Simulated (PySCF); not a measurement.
# Isomers of C2H8N2: computed energies against enthalpies of formation

**What was measured.**

From CRC Handbook of Chemistry and Physics, for the gas at 298.15 K: enthalpy of formation of `NCCN` (ethylenediamine) -18 kJ/mol; enthalpy of formation of `CNNC` (1,2-dimethylhydrazine) 92.2 kJ/mol.

The runs below try to reproduce these values; the comparison stands at the end.

Differences of these values give the isomerisation enthalpies. Geometries: PBE0-D3(BJ)/def2-SVP; runs in PySCF, gas phase, with a dispersion term only where the level names one. Total electronic energies (Eh):

```
SMILES  PBE0-D3(BJ)/def2-SVP
  NCCN            -190.15865
  CNNC            -190.12106
```

Geometry of `NCCN` (Å):
```
atom  x, y, z in Å
N1     1.0403   -0.9320    0.7834
C2     0.6394    0.4531    0.6106
C3    -0.7746    0.5287    0.0565
N4    -0.8775   -0.2362   -1.1739
H5     1.9041   -0.9898    1.3172
H6     1.2523   -1.3293   -0.1307
H7     0.6588    0.9529    1.5932
H8     1.3090    1.0318   -0.0602
H9    -1.4793    0.1976    0.8482
H10   -1.0101    1.5837   -0.1611
H11   -1.7524   -0.0322   -1.6504
H12   -0.9100   -1.2283   -0.9445
```

Geometry of `CNNC` (Å):
```
atom  x, y, z in Å
C1     1.7775    0.0198   -0.3643
N2     0.4200   -0.4556   -0.3339
N3    -0.4052    0.3479    0.4496
C4    -1.7917    0.2298    0.0834
H5     1.8007    1.0289   -0.8016
H6     2.3817   -0.6482   -0.9984
H7     2.2690    0.0779    0.6321
H8     0.3876   -1.4388   -0.0485
H9    -0.2793    0.1740    1.4508
H10   -1.9212    0.5497   -0.9612
H11   -2.3946    0.8892    0.7269
H12   -2.2055   -0.7993    0.1685
```

Zero-point and thermal terms are left out, so the computed numbers are electronic energies.

## Comparison

Relative to `NCCN`, the lowest by measurement, in kJ/mol (measured: enthalpies at 298.15 K; computed: electronic energies):

```csv
SMILES,measured,PBE0-D3(BJ)/def2-SVP
NCCN,0.0,0.0
CNNC,110.2,98.7
```

Measured values: -18 kJ/mol (298.15 K; CRC Handbook of Chemistry and Physics) for the first row; the others come from the same table. Unsigned miss: PBE0-D3(BJ)/def2-SVP 11.5 kJ/mol. One conformer stands for `NCCN` and `CNNC`, not necessarily the lowest, while the measurement averages over conformers. Where a level misses, the cause wasn't examined.
